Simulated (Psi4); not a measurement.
**One shape, several levels: triplet C2F2**

Wanted: a comparison of 3 runs (UHF/3-21G, UB3LYP/6-31G*, U-wB97X-V/cc-pVTZ) of triplet C2F2. 

The results are computed with Psi4 1.11.

## Step 1: The structure to begin with

The species is C2F2 (4 atoms), meant as a triplet with charge 0. As SMILES of the parent species, `FC#CF`. The shape is that of a PBE0-D4/def2-TZVP optimisation. That shape belongs to the parent species and isn't relaxed for this state.

Bond lengths: F1–C2 1.277 Å, C2–C3 1.184 Å, C3–F4 1.277 Å. Angles: F1–C2–C3 180.0°, C2–C3–F4 180.0°.

## Step 2: The energy at UHF/3-21G (run 1)

File job.json:

```json
{
  "schema_name": "qcschema_input",
  "schema_version": 1,
  "molecule": {
    "schema_name": "qcschema_molecule",
    "schema_version": 2,
    "symbols": ["F", "C", "C", "F"],
    "geometry": [-0.25775864, 0.24188494, 3.50128456, -0.06368377, 0.05706973, 1.10208828, 0.11602918, -0.11413946, -1.12136348, 0.31010406, -0.29895467, -3.52055977],
    "molecular_charge": 0,
    "molecular_multiplicity": 3,
    "fix_symmetry": "c1",
    "fix_com": true,
    "fix_orientation": true
  },
  "driver": "energy",
  "model": {
    "method": "scf",
    "basis": "3-21G"
  },
  "keywords": {
    "reference": "uhf",
    "puream": true,
    "e_convergence": 1e-09,
    "d_convergence": 1e-08,
    "scf_type": "pk",
    "maxiter": 200,
    "scf_properties": ["MULLIKEN_CHARGES", "DIPOLE", "WIBERG_LOWDIN_INDICES"]
  }
}
```

Run with:

```sh
$ psi4 --qcschema job.json -n 1 --memory 1600MB
```

stdout:

```text
[...]
  Running in c1 symmetry.
[...]
  Nuclear repulsion =   95.510997052494560
[...]
  Multiplicity = 3
[...]
  Nalpha       = 16
  Nbeta        = 14
[...]
    Number of basis functions: 36
[...]
   @UHF iter   1:  -272.67450134554991   -2.29052e-01   5.94117e-03 ADIIS/DIIS
[...]
   @UHF iter  12:  -272.70413308603355   -2.84217e-13   3.68488e-09 DIIS
[...]
   @S^2 Observed:                2.012638278E+00
[...]
    Orbital Energies [Eh]
    ---------------------
    Alpha Occupied:
       1A    -26.233617     2A    -26.232903     3A    -11.340911
       4A    -11.338439     5A     -1.709579     6A     -1.708318
       7A     -1.187662     8A     -0.885119     9A     -0.841673
      10A     -0.773965    11A     -0.756501    12A     -0.733935
      13A     -0.722073    14A     -0.492450    15A     -0.463111
      16A     -0.151471
    Alpha Virtual:
      17A      0.172646    18A      0.202037    19A      0.285362
      20A      0.734948    21A      0.831480    22A      0.858762
      23A      0.925510    24A      1.007908    25A      1.031886
[...]
  @UHF Final Energy:  -272.70413308603355
   => Energetics <=
    Nuclear Repulsion Energy =             95.5109970524945595
    One-Electron Energy =                -566.6526571060428523
    Two-Electron Energy =                 198.4375269675147706
    Total Energy =                       -272.7041330860335506
  UHF NO Occupations:
  HONO-2 :   14  A 1.9953885
  HONO-1 :   15  A 1.0000000
[...]
 Multipole Moments:
 ------------------------------------------------------------------------------------
     Multipole            Electronic (a.u.)      Nuclear  (a.u.)        Total (a.u.)
 ------------------------------------------------------------------------------------
 L = 1.  Multiply by 2.5417464519 to convert [e a0] to [Debye]
 Dipole X            :         -0.7851811            0.7851812            0.0000002
 Dipole Y            :          0.8560461           -0.8560460            0.0000002
 Dipole Z            :          0.2891283           -0.2891281            0.0000002
 Magnitude           :                                                    0.0000003
[...]
  Mulliken Charges: (a.u.)
   Center  Symbol    Alpha    Beta     Spin     Total
       1     F     4.77630  4.56821  0.20809 -0.34450
       2     C     3.22370  2.43179  0.79191  0.34450
       3     C     3.22370  2.43179  0.79191  0.34450
       4     F     4.77630  4.56821  0.20809 -0.34450
   Total alpha = 16.00000, Total beta = 14.00000, Total charge =  0.00000
  Wiberg Bond Indices using Orthogonal Lowdin Orbitals:
  Total Bond Index:
  Irrep: 1 Size: 4 x 4
[...]
```

The result, in JSON:

```text
{
 "driver": "energy",
 "model": {
  "method": "scf",
  "basis": "3-21G"
 },
 "success": true,
 "return_result": -272.70413308603355,
 "properties": {
  "calcinfo_nbasis": 36,
  "calcinfo_nmo": 36,
  "calcinfo_nalpha": 16,
  "calcinfo_nbeta": 14,
  "calcinfo_natom": 4,
  "nuclear_repulsion_energy": 95.51099705249456,
  "return_energy": -272.70413308603355,
  "scf_one_electron_energy": -566.6526571060429,
  "scf_two_electron_energy": 198.43752696751477,
  "scf_dipole_moment": [1.741315116543518e-07, 1.636320012821102e-07, 1.6149706327794888e-07],
  "scf_total_energy": -272.70413308603355,
  "scf_iterations": 12
 }
}
```

It took 1.4 s on 1 thread of Intel Xeon Platinum 8488C (Sapphire Rapids), shared host; peak memory 0.18 GiB.

## Step 3: A single-point energy at UB3LYP/6-31G(d) (Cartesian functions) (run 2)

File c2f2.xyz:

```xyz
4
C2F2
F     -0.136400     0.128000     1.852800
C     -0.033700     0.030200     0.583200
C      0.061400    -0.060400    -0.593400
F      0.164100    -0.158200    -1.863000
```

File run_ase.py:

```python
import numpy as np
from ase.calculators.psi4 import Psi4
from ase.io import read

mol = read('c2f2.xyz')
calc = Psi4(atoms=mol, method='b3lyp', basis='6-31G*', memory='1600MB', num_threads=1, charge=0, multiplicity=3, label='c2f2', reference='uks')
calc.psi4.set_options({'puream': False, 'e_convergence': 1e-09, 'd_convergence': 1e-08, 'scf_type': 'pk', 'dft_radial_points': 99, 'dft_spherical_points': 590, 'maxiter': 200})
mol.calc = calc

print(f'energy: {mol.get_potential_energy():.6f} eV')
```

Run with:

```sh
$ python run_ase.py
```

c2f2.dat:

```text
[...]
  Running in c1 symmetry.
[...]
  Nuclear repulsion =   95.510996951943412
[...]
  Multiplicity = 3
[...]
  Nalpha       = 16
  Nbeta        = 14
[...]
    Number of basis functions: 60
[...]
   @UKS iter   1:  -275.41121027608648    1.40281e-01   6.70110e-03 ADIIS/DIIS
[...]
   @UKS iter  11:  -275.49740125446669   -3.97904e-13   9.27323e-10 DIIS
[...]
   @S^2 Observed:                2.002598485E+00
[...]
    Orbital Energies [Eh]
    ---------------------
    Alpha Occupied:
       1A    -24.763314     2A    -24.763311     3A    -10.307985
       4A    -10.305148     5A     -1.293956     6A     -1.292560
       7A     -0.842150     8A     -0.648176     9A     -0.619333
      10A     -0.541090    11A     -0.523693    12A     -0.509010
      13A     -0.495837    14A     -0.330366    15A     -0.302905
      16A     -0.044449
    Alpha Virtual:
      17A      0.043202    18A      0.068146    19A      0.104983
      20A      0.378208    21A      0.459337    22A      0.477673
      23A      0.484780    24A      0.610533    25A      0.626014
[...]
  @UKS Final Energy:  -275.49740125446669
   => Energetics <=
    Nuclear Repulsion Energy =             95.5109969519434117
    One-Electron Energy =                -569.1431791055065332
    Two-Electron Energy =                 223.8031806768274237
    DFT Exchange-Correlation Energy =     -25.6683997777309756
    Empirical Dispersion Energy =           0.0000000000000000
    VV10 Nonlocal Energy =                  0.0000000000000000
    Total Energy =                       -275.4974012544666948
[...]
 Multipole Moments:
 ------------------------------------------------------------------------------------
     Multipole            Electronic (a.u.)      Nuclear  (a.u.)        Total (a.u.)
 ------------------------------------------------------------------------------------
 L = 1.  Multiply by 2.5417464519 to convert [e a0] to [Debye]
 Dipole X            :          0.0000000           -0.0000000            0.0000000
 Dipole Y            :         -0.0000000            0.0000000           -0.0000000
 Dipole Z            :         -0.0000000            0.0000000           -0.0000000
 Magnitude           :                                                    0.0000000
[...]
```

The script printed:

```text
energy: -7496.666134 eV
```

Run time: 8.1 s. Hardware: 1 thread of Intel Xeon Platinum 8488C (Sapphire Rapids), shared host; peak memory 0.58 GiB.

## Step 4: The energy at U-wB97X-V/cc-pVTZ (run 3)

c2f2.xyz is that of step 3.

File calc.py:

```python
import psi4

psi4.set_memory('1600 MB')
psi4.set_num_threads(1)
psi4.core.set_output_file('c2f2.out', False)

with open('c2f2.xyz') as f:
    atoms = ''.join(f.readlines()[2:])
geom = psi4.geometry('0 3\n' + atoms + 'symmetry c1\nno_reorient\nno_com')

psi4.set_options({
    'basis': 'cc-pVTZ',
    'reference': 'uks',
    'puream': True,
    'e_convergence': 1e-09,
    'd_convergence': 1e-08,
    'scf_type': 'pk',
    'dft_radial_points': 99,
    'dft_spherical_points': 590,
    'maxiter': 200,
})

result, w = psi4.energy("WB97X-V", return_wfn=True)
print(f'total energy {result:.8f} hartree = {result * 27.211386:.5f} eV')
```

Run with:

```sh
$ python calc.py
```

c2f2.out:

```text
[...]
  Running in c1 symmetry.
[...]
  Nuclear repulsion =   95.510996951943412
[...]
  Multiplicity = 3
[...]
  Nalpha       = 16
  Nbeta        = 14
[...]
    Number of basis functions: 120
[...]
   @UKS iter   1:  -275.45615420107703   -1.79513e-01   2.84634e-03 ADIIS/DIIS
[...]
   @UKS iter  11:  -275.51155270100435   -1.68825e-11   3.09940e-09 DIIS
[...]
   @S^2 Observed:                2.004156893E+00
[...]
    Orbital Energies [Eh]
    ---------------------
    Alpha Occupied:
       1A    -24.834689     2A    -24.834687     3A    -10.404857
       4A    -10.402021     5A     -1.436263     6A     -1.434435
       7A     -0.987663     8A     -0.780618     9A     -0.749759
      10A     -0.673521    11A     -0.657620    12A     -0.638830
      13A     -0.627027    14A     -0.446639    15A     -0.420789
      16A     -0.144570
    Alpha Virtual:
      17A      0.126251    18A      0.127602    19A      0.148192
      20A      0.321057    21A      0.336856    22A      0.348893
      23A      0.418603    24A      0.439031    25A      0.448992
[...]
  @UKS Final Energy:  -275.51155270100435
   => Energetics <=
    Nuclear Repulsion Energy =             95.5109969519434117
    One-Electron Energy =                -568.7587602504715960
    Two-Electron Energy =                 220.2980365416756001
    DFT Exchange-Correlation Energy =     -22.6863031378222821
    Empirical Dispersion Energy =           0.0000000000000000
    VV10 Nonlocal Energy =                  0.1244771936705322
    Total Energy =                       -275.5115527010043479
[...]
 Multipole Moments:
 ------------------------------------------------------------------------------------
     Multipole            Electronic (a.u.)      Nuclear  (a.u.)        Total (a.u.)
 ------------------------------------------------------------------------------------
 L = 1.  Multiply by 2.5417464519 to convert [e a0] to [Debye]
 Dipole X            :         -0.7851812            0.7851812           -0.0000000
 Dipole Y            :          0.8560459           -0.8560459            0.0000000
 Dipole Z            :          0.2891281           -0.2891281            0.0000000
 Magnitude           :                                                    0.0000000
[...]
```

Standard output:

```text
total energy -275.51155270 hartree = -7497.05121 eV
```

Run time: 45 s. Hardware: 1 thread of Intel Xeon Platinum 8488C (Sapphire Rapids), shared host; peak memory 0.94 GiB.

## Step 5: Overview of the runs

```csv
run,level,Cartesian functions,integration grid,energy (Eh),dipole moment (D),HOMO energy (eV),LUMO energy (eV),wall time
1,UHF/3-21G,no,–,-272.704133,0.00,-4.12,-0.52,1.4 s
2,UB3LYP/6-31G* (Cartesian functions),yes,99 radial × 590 angular,-275.497401,0.00,-1.21,–,8.1 s
3,U-wB97X-V/cc-pVTZ,no,99 radial × 590 angular,-275.511553,0.00,-3.93,-3.04,45 s
```

## Step 6: Summary of results

| quantity | value |
| --- | --- |
| run 3: total energy | -275.51155 Eh |
| run 3: dipole moment | 0.00 D |
| run 3: HOMO energy (highest over α and β) | -3.93 eV |
| run 3: LUMO energy (lowest over α and β) | -3.04 eV |
| run 3: ⟨S²⟩ | 2.004 |

What this shows: Totals of different functionals can't be ranked against each other. All runs together took 55 s, the longest 45 s.
